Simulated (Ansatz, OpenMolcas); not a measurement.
## Ansatz → OpenMolcas

Ansatz 0.2.0 runs this on singlet C2H7Si+:

molecule.yaml:
```yaml
crystal:
  periodic: [false, false, false]
  atoms:
    - {symbol: C, position_ang: [-1.065300, 0.729000, -0.876200]}
    - {symbol: Si, position_ang: [0.579500, 0.676400, 0.026300]}
    - {symbol: C, position_ang: [0.745000, -0.863300, 1.086800]}
    - {symbol: H, position_ang: [-1.173700, -0.143700, -1.529000]}
    - {symbol: H, position_ang: [-1.145400, 1.625300, -1.494500]}
    - {symbol: H, position_ang: [-1.899100, 0.727900, -0.170400]}
    - {symbol: H, position_ang: [1.707100, 0.752000, -0.952200]}
    - {symbol: H, position_ang: [-0.043500, -0.905000, 1.841800]}
    - {symbol: H, position_ang: [1.708100, -0.884600, 1.600600]}
    - {symbol: H, position_ang: [0.670300, -1.765000, 0.469600]}
basis:
  gaussian: {orbitals: 6-311+G_st__st_-spherical.json}
hamiltonian: {xc: pbe0}
output: {orbitals: {seedname: orbitals}}
total_charge: 1
accuracy: high
```

```bash
$ ansatz run molecule.yaml --threads 1 --pin off --max-ram 3480MiB --events-out events.jsonl --progress --plain --runs-dir runs
```

(Basis files named in the input come from the Basis Set Exchange and aren't shown.)

The coordinates come from a PBE0-D4/def2-TZVP relaxation. That shape belongs to the parent species and isn't relaxed for this state.

It gives a total energy of -369.399892 Eh.

**Question.** How is this level of theory, on these atoms, set up in OpenMolcas 26.06 as an input file of the program's own?

**Answer.** One way, which was run:

coord.xyz:
```
10

C     -1.065300     0.729000    -0.876200
Si     0.579500     0.676400     0.026300
C      0.745000    -0.863300     1.086800
H     -1.173700    -0.143700    -1.529000
H     -1.145400     1.625300    -1.494500
H     -1.899100     0.727900    -0.170400
H      1.707100     0.752000    -0.952200
H     -0.043500    -0.905000     1.841800
H      1.708100    -0.884600     1.600600
H      0.670300    -1.765000     0.469600
```

mol.inp:
```
>>> EXPORT MOLCAS_PRINT=2

&gateway
  baslib=$CurrDir
  coord=coord.xyz
  basis=6-311pGss
  group=NoSym

&seward
  gridinput
  Grid=UltraFine
  End of Grid

&scf
  charge=1
  ksdft=PBE0
  thresholds=1e-10 1e-07 1e-07 1e-05
  prorbitals=0
```

```bash
$ export MOLCAS_MEM=1860
$ pymolcas mol.inp > mol.log
```

(Basis files named in the input come from the Basis Set Exchange and aren't shown.)

Its energy is -369.399891 Eh, the same as the first but for the last digit, at most.
